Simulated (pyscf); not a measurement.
A first-order saddle from PySCF, ωB97X-D3(BJ)/def2-SVP:

```xyz
9

F      0.7366     0.7355     0.2453
C     -0.6222    -0.2279     0.0785
F     -0.1816    -1.4557    -0.1375
C     -1.3225     0.3570    -1.1269
F     -2.4273    -0.3525    -1.4092
F     -1.6910     1.6124    -0.8678
F     -0.5413     0.3437    -2.2032
H     -1.1472    -0.1085     1.0328
H      1.7902     1.4084     0.3350
```
Charge 0, spin multiplicity 2.

Surface: doublet, charge 0. Lowest wavenumbers (cm⁻¹): 2032i, 61, 161, 231, 253.

Q: Name the species on either side of this saddle.

A: `[F][CH]([F])[C]([F])([F])[F]` + `[H]` [doublet] ⇌ `[FH]` + `[F][CH][C]([F])([F])[F]` [doublet], an atom transfer read from left to right: C–F broken and F–H formed. At ωB97M-D3(BJ)/def2-TZVP it lies +35.0 kcal/mol from the left side and +52.6 kcal/mol from the right (each side as separated species at their lowest minima found). One saddle was located; it need not be the lowest between these sides. The angle at the transferred F is 177°.
